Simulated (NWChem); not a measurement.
# Total energies of methyl formate (C$_{2}$H$_{4}$O$_{2}$)

```xyz
8

C     -1.3748    -0.3031     0.1031
O     -0.0616    -0.8209     0.2551
C      0.9305     0.0230    -0.0131
O      0.8004     1.1597    -0.3652
H     -1.5542     0.0098    -0.9363
H     -2.0599    -1.1132     0.3778
H     -1.5314     0.5666     0.7583
H      1.9011    -0.4932     0.1413
```
Charge 0, spin multiplicity 1.

The numbers come from NWChem runs, not from measurements. All single points use one geometry, from PBE0/def2-SVP, a minimum by its harmonic frequencies. It is one conformer; others weren't searched.

Basis set: STO-3G (24 functions).

```csv
method,total energy (Ha)
RHF,-224.79453
MP2,-224.99964
B2PLYP,-225.66869
PBE,-225.74687
B3LYP,-225.99061
LC-wPBE (omega 0.3 per bohr),-225.81990
CCSD(T),-225.04739
```

Total energies of different functionals aren't comparable as a measure of quality: only differences taken within one method are. 

The correlated methods keep 4 core orbitals frozen. B3LYP has NWChem's definition, with VWN1-RPA local correlation. Coupled-cluster values serve here as a point of comparison, not as the truth.
